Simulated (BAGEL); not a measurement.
# CASPT2(6,7)/aug-cc-pVTZ (density fitting with cc-pvqz-jkfit) run of [SiH3]+ (SMILES [SiH3+])

What is the energy change on altering one bond length of [SiH3]+ at CASPT2(6,7)/aug-cc-pVTZ (density fitting with cc-pvqz-jkfit)? 

The results are computed with BAGEL 1.2.2.

1 further run of the same task is left out (set aside as unsound or not needed).

### Step 1. The molecule

[SiH3]+: 4 atoms, total charge +1, spin state singlet. As SMILES, `[SiH3+]`. The coordinates come from a PBE0-D4/def2-TZVP relaxation.

Bond lengths: Si1–H2 1.472 Å, Si1–H3 1.472 Å, Si1–H4 1.472 Å. Angles: H2–Si1–H3 120.0°, H2–Si1–H4 120.0°, H3–Si1–H4 120.0°.

### Step 2. A single-point energy at CASPT2(6,7)/aug-cc-pVTZ (density fitting with cc-pvqz-jkfit)

Input file input.json:

```json
{ "bagel": [

{
  "title": "molecule",
  "basis": "aug-cc-pvtz.json",
  "df_basis": "cc-pvqz-jkfit",
  "angstrom": true,
  "geometry": [
    { "atom": "Si", "xyz": [       0.000000,       0.000000,       0.000000 ] },
    { "atom": "H", "xyz": [       0.686900,       0.675400,       1.113000 ] },
    { "atom": "H", "xyz": [      -0.118400,      -1.467200,      -0.009900 ] },
    { "atom": "H", "xyz": [      -0.568500,       0.791700,      -1.103100 ] }
  ]
},

{ "title": "hf", "charge": 1 },

{ "title": "casscf", "nstate": 1, "nact": 7, "nclosed": 5, "charge": 1, "maxiter": 200, "natocc": true },

{ "title": "print", "file": "orbitals.molden", "orbitals": true },

{ "title": "smith", "method": "caspt2", "ms": true, "xms": true, "sssr": true, "shift": 0.0, "ncore": 5 }

]}
```

The basis set aug-cc-pVTZ is read from a file made from the Basis Set Exchange's data (not shown).

The run is started by

```
BAGEL_NUM_THREADS=1 BAGEL input.json > input.out
```

The program printed:

```text
* using 1 threads per process

  ===============================================================
  ===============================================================

  *** Geometry ***

  { "atom" : "Si", "xyz" : [      0.000000,      0.000000,      0.000000 ] },
  { "atom" : "H", "xyz" : [      1.298053,      1.276321,      2.103265 ] },
  { "atom" : "H", "xyz" : [     -0.223744,     -2.772606,     -0.018708 ] },
  { "atom" : "H", "xyz" : [     -1.074309,      1.496096,     -2.084557 ] },

  Number of auxiliary basis functions:      301

  Since a DF basis is specified, we compute 2- and 3-index integrals:
    o Being stored without compression. Storage requirement is 0.034 GB

  Number of basis functions:      119
  Number of electrons      :       17

    * METHOD: MOLECULE                             0.18

  *** RHF ***

  === Nuclear Repulsion ===
    15.7214500870

[... 8 lines left out ...]
    * SCF iteration converged.
[... 1 line left out ...]
    * Permanent dipole moment:
[... 22 lines left out ...]
    * Second-order optimization converged. *
[... 11 lines left out ...]
     * ci vector, state   0, <S^2> = -0.0000
[... 6 lines left out ...]
    * METHOD: CASSCF                               6.45

    * METHOD: PRINT                                0.06

  === SMITH program ===

    * freezing 5 orbitals

    * Approximate memory requirement for SMITH calulation per MPI process:
      o Storage requirement for T-amplitude, lambda, and residual is 0.01 GB
      o Storage requirement for MO integrals is 0.01 GB
    * Calculating and saving rdm4f

    * Zeroth order energy : state  0       -4.9495257609

    * CASPT2 iteration is performed using redundant basis

      ---- iteration ----

        0    -0.06134041     0.00420671      0.22
        1    -0.06222192     0.00068555      0.22
        2    -0.06225503     0.00008820      0.22
        3    -0.06225541     0.00001571      0.23
        4    -0.06225543     0.00000210      0.23
        5    -0.06225543     0.00000040      0.23

      -------------------

    * CASPT2 energy : state  0     -290.4771679502
        reference weight              0.9765500874

    * METHOD: SMITH                                2.10

  ===============================================================
```

It took 9.6 s on 1 thread of Arm Neoverse N1, shared host; peak memory 0.16 GiB.

### Step 3. The distorted shape at the same level

Input file input.json:

```json
{ "bagel": [

{
  "title": "molecule",
  "basis": "aug-cc-pvtz.json",
  "df_basis": "cc-pvqz-jkfit",
  "angstrom": "true",
  "geometry": [
    { "atom": "Si", "xyz": [   -0.824286,   -0.810486,   -1.335610 ] },
    { "atom": "H", "xyz": [    0.686900,    0.675400,    1.113000 ] },
    { "atom": "H", "xyz": [   -0.942686,   -2.277686,   -1.345510 ] },
    { "atom": "H", "xyz": [   -1.392786,   -0.018786,   -2.438710 ] }
  ]
},
{
  "title": "hf",
  "charge": 1
},
{
  "title": "casscf",
  "nstate": 1,
  "nact": 7,
  "nclosed": 5,
  "charge": 1,
  "maxiter": 200,
  "natocc": "true"
},
{
  "title": "print",
  "file": "orbitals.molden",
  "orbitals": "true"
},
{
  "title": "smith",
  "method": "caspt2",
  "ms": "true",
  "xms": "true",
  "sssr": "true",
  "shift": 0.0,
  "ncore": 5
}

]}
```

The basis set aug-cc-pVTZ is read from a file made from the Basis Set Exchange's data (not shown).

The run is started by

```
BAGEL_NUM_THREADS=1 BAGEL input.json > input.out
```

The program printed:

```text
* using 1 threads per process

  ===============================================================
  ===============================================================

  *** Geometry ***

  { "atom" : "Si", "xyz" : [     -1.557675,     -1.531597,     -2.523937 ] },
  { "atom" : "H", "xyz" : [      1.298053,      1.276321,      2.103265 ] },
  { "atom" : "H", "xyz" : [     -1.781418,     -4.304203,     -2.542645 ] },
  { "atom" : "H", "xyz" : [     -2.631984,     -0.035500,     -4.608494 ] },

  Number of auxiliary basis functions:      301

  Since a DF basis is specified, we compute 2- and 3-index integrals:
    o Being stored without compression. Storage requirement is 0.034 GB

  Number of basis functions:      119
  Number of electrons      :       17

    * METHOD: MOLECULE                             0.18

  *** RHF ***

  === Nuclear Repulsion ===
    12.8146512660

[... 8 lines left out ...]
    * SCF iteration converged.
[... 1 line left out ...]
    * Permanent dipole moment:
[... 22 lines left out ...]
    * Second-order optimization converged. *
[... 11 lines left out ...]
     * ci vector, state   0, <S^2> = 0.0000
[... 4 lines left out ...]
    * METHOD: CASSCF                              18.20

    * METHOD: PRINT                                0.05

  === SMITH program ===

    * freezing 5 orbitals

    * Approximate memory requirement for SMITH calulation per MPI process:
      o Storage requirement for T-amplitude, lambda, and residual is 0.01 GB
      o Storage requirement for MO integrals is 0.01 GB
    * Calculating and saving rdm4f

    * Zeroth order energy : state  0       -4.2228494889

    * CASPT2 iteration is performed using redundant basis

      ---- iteration ----

        0    -0.05074384     0.00343522      0.22
        1    -0.05157416     0.00061822      0.22
        2    -0.05161837     0.00010505      0.22
        3    -0.05161972     0.00003153      0.23
        4    -0.05161988     0.00000723      0.23
        5    -0.05161990     0.00000341      0.23
        6    -0.05161990     0.00000079      0.23

      -------------------

    * CASPT2 energy : state  0     -290.3374778544
        reference weight              0.9762217593

    * METHOD: SMITH                                2.32

  ===============================================================
```

Wall time 22 s (1 thread of Arm Neoverse N1, shared host); peak memory 0.17 GiB.

### Step 4. Results

Level: CASPT2(6,7)/aug-cc-pVTZ (density fitting with cc-pvqz-jkfit), 5 core orbitals frozen.

| quantity | value |
| --- | --- |
| first shape: total energy | -290.47717 Eh |
| distorted shape: total energy | -290.33748 Eh |
| energy change with the Si1–H2 bond stretched from 1.472 to 3.238 Å | 3.801 eV |

With the Si1–H2 bond stretched from 1.472 to 3.238 Å the energy rises by 3.80 eV (367 kJ/mol). The first shape isn't relaxed at this level, so the change isn't measured from a minimum.
